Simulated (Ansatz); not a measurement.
## Cubic perovskite BaTiO3 (cubic high-temperature phase)

Method: r²SCAN (plane waves, PAW; Ansatz, an electronic-structure program).

Run with plane-wave cutoff 500 eV, 8×8×8 k mesh, gaussian smearing 0.02 eV, no spin polarisation, scalar-relativistic PAW data made under PBE.

Cell (relaxed at this level):

```cif
data_BaO3Ti
_chemical_formula_sum 'Ba1 Ti1 O3'
_space_group_name_H-M_alt 'P 1'
_space_group_IT_number 1
_cell_length_a 3.99403
_cell_length_b 3.99403
_cell_length_c 3.99403
_cell_angle_alpha 90.000
_cell_angle_beta 90.000
_cell_angle_gamma 90.000
loop_
_space_group_symop_operation_xyz
  'x, y, z'
loop_
_atom_site_label
_atom_site_type_symbol
_atom_site_fract_x
_atom_site_fract_y
_atom_site_fract_z
_atom_site_occupancy
Ba1 Ba 0.00000 0.00000 0.00000 1
Ti1 Ti 0.50000 0.50000 0.50000 1
O1 O 0.50000 0.00000 0.50000 1
O2 O 0.00000 0.50000 0.50000 1
O3 O 0.50000 0.50000 0.00000 1
```

| Property | Result |
|---|---|
| band gap | 2.17 eV (on the SCF k mesh) |

Measured, for comparison: band gap 3.2 eV (temperature not stated, no zero-point or thermal correction; as tabulated in Matsushita et al. (2011), arXiv:1104.2769).

Note: the relaxation could not lower the start's symmetry, so the cell can be a saddle point above a distorted one.

Spin–orbit coupling is not included.
